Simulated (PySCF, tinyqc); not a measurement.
Inside a calculation. Method: coupled-perturbed Hartree-Fock on RHF in the sto-3g basis, for BH, spin multiplicity 1. The lowest restricted solution is unstable here: a spin-polarised one lies 0.0056 hartree lower (PySCF). One step of it, computed by the program tinyqc.

Question. Response to a field: uncoupled start. Field along z; U_ai = -mu_ai / (e_a - e_i), alpha = -4 sum U_ai mu_ai.

orbital energies (hartree): MO1 -7.368251, MO2 -0.487752, MO3 -0.244637, MO4 0.256748, MO5 0.256748, MO6 0.445805

dipole integrals <a|z|i> (bohr), order a4, a5, a6:
$$\begin{pmatrix}
0.000000 & 0.000000 & 0.000000 \\
0.000000 & 0.000000 & 0.000000 \\
0.097144 & -0.463425 & 1.382428
\end{pmatrix}$$

Give: uncoupled U; uncoupled polarisability.

Answer.

uncoupled U, order a4, a5, a6:
$$\begin{pmatrix}
0.0000 & 0.0000 & 0.0000 \\
0.0000 & 0.0000 & 0.0000 \\
-0.0124 & 0.4964 & -2.0022
\end{pmatrix}$$

uncoupled polarisability = 11.9968 bohr^3
